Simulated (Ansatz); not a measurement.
Process, species as SMILES: CS (CH3-SH) → CH4S+ (doublet, bonded as CS) + e-
B3LYP-D3(BJ)/def2-TZVP geometries, fixed; electronic energies without zero-point terms.

Basis-set convergence of the adiabatic ionisation energy at CCSD(T) with Ansatz (an electronic-structure program). Cartesian d functions, on some or all atoms, in 6-31G*, 6-31+G*, 6-31G**, 6-311G**, 6-311+G**; all else is spherical. Cores are frozen. Open shells are unrestricted. No added dispersion term, no relativity. Functions are those of the species that has most. Reference: Hartree-Fock in cc-pV(Q+d)Z plus the correlation part extrapolated as X^-3 from cc-pV(T+d)Z and cc-pV(Q+d)Z, 9.509 eV, itself unsure by roughly 0.025 eV (a third of the extrapolation step and of the last Hartree-Fock step). Deviations are taken from unrounded values.

```json
[
 {"basis": "STO-3G", "functions": "18"},
 {"basis": "3-21G", "functions": "30"},
 {"basis": "6-31G", "functions": "30"},
 {"basis": "6-31G*", "functions": "42"},
 {"basis": "6-31+G*", "functions": "50"},
 {"basis": "6-31G**", "functions": "54"},
 {"basis": "6-311G**", "functions": "69"},
 {"basis": "6-311+G**", "functions": "77"},
 {"basis": "6-311++G(2d,2p)", "functions": "102"},
 {"basis": "6-311++G(3df,3pd)", "functions": "158"}
]
```

Problem. Which is the smallest Pople set listed that can be trusted to 0.1 eV here, that is, within that of the reference together with its larger relatives (same family, alike in diffuse functions; a set with none to test it counts only in the reference's own line)?

Solution. Of the sets listed that have larger relatives (same family, alike in diffuse functions), none stays within 0.1 eV of the reference together with them. Value minus reference: STO-3G -3.448, 3-21G -0.445, 6-31G -0.487, 6-31G* -0.576, 6-31+G* -0.543, 6-31G** -0.501, 6-311G** -0.447, 6-311+G** -0.439, 6-311++G(2d,2p) -0.282, 6-311++G(3df,3pd) -0.152 eV.
